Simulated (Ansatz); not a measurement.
# CH3NSi: ladder of basis sets from a Python script

How does the energy of CH3NSi converge with the basis? A script is to give a ladder of basis sets; the system is CH3NSi.

Program: Ansatz 0.2.0, driven from Python. The levels of theory stand in the script. These are calculated values, not measurements.

## (1) Starting point

Bond lengths: N1–C2 1.224 Å, C2–Si3 1.896 Å, Si3–H4 1.396 Å, Si3–H5 1.509 Å, Si3–H6 1.497 Å. Angles: N1–C2–Si3 179.0°, C2–Si3–H4 111.7°, C2–Si3–H5 109.9°, C2–Si3–H6 110.9°, H4–Si3–H5 106.4°, H4–Si3–H6 110.7°, H5–Si3–H6 107.0°.

No structure file is read: the coordinates are typed or built in the script.

## (2) The code

ch3nsi.py

```python
import ansatz as az
from ase import Atoms


def main() -> None:
    atoms = Atoms(['N', 'C', 'Si', 'H', 'H', 'H'], positions=[
        (1.1632, -1.988, 1.1014),
        (0.5875, -1.0424, 0.5788),
        (-0.2858, 0.4189, -0.2563),
        (-1.3701, -0.0007, -1.0297),
        (0.6653, 1.1158, -1.1977),
        (-0.718, 1.4324, 0.7573),
    ])
    geometry = az.Crystal.molecule_from_ase(atoms)

    calculation = geometry.calculation().correlation('MP2')

    energies = {}
    for basis in ['cc-pVDZ', 'cc-pVTZ']:
        data = calculation.basis(gaussian=basis).run(threads=1, backend='cpu').report
        size = data['n_frozen'] + data['n_occupied'][0] + data['n_virtual'][0]
        energies[basis] = (data['reference_energy_ev'] / 27.211386246, data['free_energy_ev'] / 27.211386246)
        print(f'{basis:14s} {size:4d} orbitals  reference {energies[basis][0]:14.6f} Ha  total {energies[basis][1]:14.6f} Ha')

    small, large = (energies[b][1] - energies[b][0] for b in ('cc-pVDZ', 'cc-pVTZ'))
    limit = (3 ** 3 * large - 2 ** 3 * small) / (3 ** 3 - 2 ** 3)
    print(f'correlation energy: {small:.6f} and {large:.6f} Ha, extrapolated {limit:.6f} Ha')
    print(f'share caught by the larger set: {100 * large / limit:.1f} %')


if __name__ == '__main__':
    main()
```

## (3) The calls as engine input

The package turns the script's settings into the engine's input (first run):

```yaml
crystal:
  periodic: [false, false, false]
  atoms:
    - { symbol: "N", position_ang: [1.1632, -1.988, 1.1014] }
    - { symbol: C, position_ang: [0.5875, -1.0424, 0.5788] }
    - { symbol: Si, position_ang: [-0.2858, 0.4189, -0.2563] }
    - { symbol: H, position_ang: [-1.3701, -0.0007, -1.0297] }
    - { symbol: H, position_ang: [0.6653, 1.1158, -1.1977] }
    - { symbol: H, position_ang: [-0.718, 1.4324, 0.7573] }
basis:
  gaussian:
    orbitals: cc-pVDZ
correlation:
  method: mp2
```

## (4) Running it

Command:

```sh
python ch3nsi.py
```

What it wrote:

```text
cc-pVDZ          61 orbitals  reference    -382.974187 Ha  total    -383.370511 Ha
cc-pVTZ         136 orbitals  reference    -383.013821 Ha  total    -383.491743 Ha
correlation energy: -0.396323 and -0.477922 Ha, extrapolated -0.512280 Ha
share caught by the larger set: 93.3 %
```

Run time: 4.3 s. Hardware: 1 thread of Arm Neoverse N1, shared host; peak memory 0.26 GiB.

## (5) Inputs of later runs

The engine's inputs for the other runs:

Run 2, against run 1:

```diff
@@ -12 +12 @@
-    orbitals: cc-pVDZ
+    orbitals: cc-pVTZ
```

## (6) What each run gave

One row for each of the 2 runs:

| run | basis | energy (eV) | iterations in all | CPU time (s) |
| --- | --- | --- | --- | --- |
| 1 | cc-pVDZ | -10432.0430 | 15 | 0.77 |
| 2 | cc-pVTZ | -10435.3419 | 16 | 2.8 |

Correlation energies (total less mean field):

| basis | correlation (eV) | share of the last | miss against the last (eV) | CPU time (s) |
| --- | --- | --- | --- | --- |
| cc-pVDZ | -10.785 | 82.9 % | +2.220 | 0.77 |
| cc-pVTZ | -13.005 | 100.0 % | +0.000 | 2.8 |

## (7) Summary of results

| quantity | value |
| --- | --- |
| extrapolated correlation energy | -0.512280 Ha |
| runs compared | 2 |
| correlation energy, last run | -13.005 eV |

In words: Against cc-pVDZ: cc-pVTZ -121.2 mHa. The last step alone is -121.23 mHa. From the first set to the last the time grows from 0.8 to 2.8 s. Notes:
- The drop along the ladder measures the basis error, and is no property of the molecule.
- The geometry is a force-field or estimated start, not a minimum of this method, and the last set is no limit. Much of the fall in a total is atomic energy, which cancels in bond and reaction energies.
- Inner cores stay frozen, so this is valence correlation.
- For Al to Cl the sets with a tight d function, cc-pV(X+d)Z, are usual.
- An extrapolation from small basis sets is rough.
